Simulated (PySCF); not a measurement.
**SH₃⁺: breathing scan**

Computed with PySCF, PBE0, basis S def2-TZVP, H def2-TZVP (no relativity, density fitting).

Rigid scan from the singlet minimum (S–H 1.357 Å (×3); H–S–H 94.1° (×3)). Coordinate: all bonds to the central atom scaled together. Energies in kJ/mol from the minimum.

Question: Predict the curve at 0.88, 0.92, 0.96, 1.00, 1.04, 1.08, 1.14, 1.22, 1.35.

Answer: 
```json
{"scale of all bonds to the centre": "0.88", "E (kJ/mol)": "128.4", "dipole size (D, about the centre of mass)": "1.53"}
{"scale of all bonds to the centre": "0.92", "E (kJ/mol)": "51.6", "dipole size (D, about the centre of mass)": "1.64"}
{"scale of all bonds to the centre": "0.96", "E (kJ/mol)": "11.7", "dipole size (D, about the centre of mass)": "1.74"}
{"scale of all bonds to the centre": "1.00", "E (kJ/mol)": "0.0", "dipole size (D, about the centre of mass)": "1.85"}
{"scale of all bonds to the centre": "1.04", "E (kJ/mol)": "9.7", "dipole size (D, about the centre of mass)": "1.97"}
{"scale of all bonds to the centre": "1.08", "E (kJ/mol)": "35.6", "dipole size (D, about the centre of mass)": "2.08"}
{"scale of all bonds to the centre": "1.14", "E (kJ/mol)": "95.9", "dipole size (D, about the centre of mass)": "2.25"}
{"scale of all bonds to the centre": "1.22", "E (kJ/mol)": "201.4", "dipole size (D, about the centre of mass)": "2.49"}
{"scale of all bonds to the centre": "1.35", "E (kJ/mol)": "399.2", "dipole size (D, about the centre of mass)": "2.90"}
```

At long bonds a restricted determinant can lie too high, and another spin state can fall below this curve.

Other isomers or separated fragments may lie lower.
